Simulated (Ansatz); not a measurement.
A made-up structure of MgSiH3, doublet:

```xyz
5
angstrom
Mg -0.4282 0.8164 -0.4071
Si 0.5323 -1.1720 0.7923
H 1.0414 -2.2790 1.5215
H -1.7157 0.7475 -1.5455
H 0.4107 2.2906 -0.6928
```

It is relaxed with PBE-D4/def2-SVP and then PBE0-D4/def2-TZVP (Ansatz 0.2.0). Atoms count as bonded within 1.22 times the sum of their covalent radii (H–H: 0.88 Å). The end point is not checked to be a true minimum.

(1) Does its bonding change? (Judge from chemistry; the calculation decides.)

Results:

(1) Computed: Yes. Formed: Si2–H4; broken: Mg1–H4.

Where it ends: The first stage lowers the energy by 2.67 eV in 28 steps. It ends as MgSiH₃ ([MgH][SiH2]):
```xyz
5
angstrom
Mg 0.4111 1.5008 -0.3319
Si -0.2369 -0.9050 -0.0002
H 0.2851 -1.7832 1.0883
H -1.5142 -1.5147 -0.4749
H 0.8954 3.1057 -0.6129
```

Labels in which every atom is bracketed show which atoms are joined, not bond orders.

For scale, one of the runs: PBE0-D4/def2-TZVP relaxation, 87 basis functions, launched by `ansatz run in.yaml --threads 2 --pin off --events-out ev --progress --plain --max-ram 4352MiB`. Hardware: 2 CPU threads of an Intel Xeon Platinum 8223CL, shared host. Wall time about 9.5 s.
